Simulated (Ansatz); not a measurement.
Mulliken charges of CHN (`[C-]#[NH+]`) from r2SCAN/def2-TZVPP in Ansatz (PBE0-D4/def2-TZVP geometry).

```
atom   x (Å)   y (Å)   z (Å)  charge (e)
  C1  -0.623   0.884  -0.242      -0.128
  N2   0.031  -0.044   0.012      -0.111
  H3   0.592  -0.839   0.229       0.239
```

Q: By hand: the dipole of these point charges (1 e Å = 4.8032 D).

A: Σ q r = (0.218, -0.309, 0.084) e Å, of length 0.387 e Å = 1.86 D.

Q: How does the dipole of the full density compare? (Best estimate.)

A: The calculation gave: (0.368, -0.522, 0.143) e Å, 3.14 D; the point charges give 0.59 times that, at 0° from its direction.

Point charges leave out the atoms' own dipoles, such as those of lone pairs, and Mulliken's split depends on the basis, so the two needn't agree.
